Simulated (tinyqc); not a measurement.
Hueckel theory of the pi electrons with the omega technique, for the molecule C=C1C=CC=C1 (SMILES; centres numbered as the heavy atoms are written), step by step. One step of it, computed by the program tinyqc.

Question. Omega technique, round 2. h_r = h_r(0) + omega q_r, omega = 0.6, with q_r = z_r - P_rr.

Hueckel matrix in units of beta (H = alpha + beta A):
```
          1C        2C        3C        4C        5C        6C
1C  0.000000  1.000000  0.000000  0.000000  0.000000  0.000000
2C  1.000000  0.000000  1.000000  0.000000  0.000000  1.000000
3C  0.000000  1.000000  0.000000  1.000000  0.000000  0.000000
4C  0.000000  0.000000  1.000000  0.000000  1.000000  0.000000
5C  0.000000  0.000000  0.000000  1.000000  0.000000  1.000000
6C  0.000000  1.000000  0.000000  0.000000  1.000000  0.000000
```

charge and bond-order matrix P:
```
           1C         2C         3C         4C         5C         6C
1C   0.783084   0.806218   0.198345  -0.334872  -0.334872   0.198345
2C   0.806218   0.974336   0.415408  -0.045963  -0.045963   0.415408
3C   0.198345   0.415408   1.080891   0.800765  -0.095729  -0.362165
4C  -0.334872  -0.045963   0.800765   1.040398   0.483454  -0.095729
5C  -0.334872  -0.045963  -0.095729   0.483454   1.040398   0.800765
6C   0.198345   0.415408  -0.362165  -0.095729   0.800765   1.080891
```

Centres:
```
centre  z_r, pi electrons of the neutral centre         h
1C                                            1  0.000000
2C                                            1  0.000000
3C                                            1  0.000000
4C                                            1  0.000000
5C                                            1  0.000000
6C                                            1  0.000000
```

Give: matrix after round 2.

Answer.

matrix after round 2:
```
        1C      2C       3C       4C       5C       6C
1C  0.1301  1.0000   0.0000   0.0000   0.0000   0.0000
2C  1.0000  0.0154   1.0000   0.0000   0.0000   1.0000
3C  0.0000  1.0000  -0.0485   1.0000   0.0000   0.0000
4C  0.0000  0.0000   1.0000  -0.0242   1.0000   0.0000
5C  0.0000  0.0000   0.0000   1.0000  -0.0242   1.0000
6C  0.0000  1.0000   0.0000   0.0000   1.0000  -0.0485
```
